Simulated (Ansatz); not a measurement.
# InH4⁺, triplet: reading a ladder of total energies

Geometry: a PBE0/def2-TZVP stationary point for this spin, not checked as a minimum.

```yaml
atoms:
  - { symbol: In, position_ang: [0.0000, 0.0000, 0.0000] }
  - { symbol: H, position_ang: [0.7014, 0.7153, 1.4929] }
  - { symbol: H, position_ang: [-0.7091, -0.7053, 1.4940] }
  - { symbol: H, position_ang: [-0.7064, 0.7002, -1.4977] }
  - { symbol: H, position_ang: [0.7142, -0.7103, -1.4892] }
```

Basis def2-TZVPP with its core potentials; Ansatz 0.2.0. Only valence electrons are correlated (noble-gas cores and the filled d shells of p-block atoms frozen), which leaves 6 electrons in 97 orbitals. Prefix R: restricted or restricted open-shell reference; prefix U: unrestricted. No spin–orbit coupling is included; scalar relativity enters through the core potentials alone.

Full CI isn't at hand for all of this; UCCSDT(Q) serves as the reference, and is uncertain by about the last step of the cluster series.

Runs differ by some tens of microhartree through their thresholds and, for an open shell, their frozen cores, so steps under 0.03 kcal/mol mean nothing.

```tsv
level	total energy (hartree)
UHF	-191.063946
UMP2	-191.134952
UCCSD	-191.161427
UCCSD(T)	-191.163485
UCCSDT	-191.164287
UCCSDT(Q)	-191.164331
```

Q: What is the correlation energy at UCCSDT(Q), and what share of it do UMP2 and UCCSD recover?

A: E(corr) = -191.164331 − (-191.063946) = -0.100385 hartree = -2.732 eV. UMP2: -0.071006 / -0.100385 = 70.73 %. UCCSD: -0.097481 / -0.100385 = 97.11 %.

Q: By how many kcal/mol does UCCSD(T) miss UCCSDT(Q) (1 hartree = 627.509 kcal/mol), and which steps make up the rest?

A: -191.163485 − (-191.164331) = 0.000846 hartree = 0.53 kcal/mol. Steps: UCCSDT − UCCSD(T) = -0.50, UCCSDT(Q) − UCCSDT = -0.03 kcal/mol. That is within 1 kcal/mol of the reference in this basis, which itself misses far more of the correlation at the basis-set limit.
